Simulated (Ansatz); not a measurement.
This Ansatz (a first-principles code) input (wB97M-V/def2-TZVPP) gives -438.32939 Eh with 129 basis functions.

Ansatz 0.2 input:
```yaml
crystal:
  periodic: [false, false, false]
  atoms:
    - {symbol: C, position_ang: [-0.07275672, 1.12916893, 0.00212857]}
    - {symbol: S, position_ang: [-0.04234019, -0.64860717, -0.00102657]}
    - {symbol: H, position_ang: [1.30459006, -0.82487224, -0.00447189]}
    - {symbol: H, position_ang: [-1.11267682, 1.44681760, 0.00510357]}
    - {symbol: H, position_ang: [0.46310493, 1.48883727, 0.88953771]}
    - {symbol: H, position_ang: [0.45896518, 1.49191853, -0.88651564]}
basis:
  gaussian:
    orbitals: def2-TZVPP
    final_grid: {core_spheres: 18, valence_spheres: 15, degree: 47}
hamiltonian:
  xc: {name: wB97M-V}
total_charge: 1
magnetization: {spin_polarized: true, initial_magnetization: 1}
```

Change:
```diff
- final_grid: {core_spheres: 18, valence_spheres: 15, degree: 47}
+ final_grid: {core_spheres: 4, valence_spheres: 3, degree: 11}
```

Q: What does the run give now?

A: -438.32630 Eh (wB97M-V/def2-TZVPP, 129 functions), a change of +3.09 mEh.
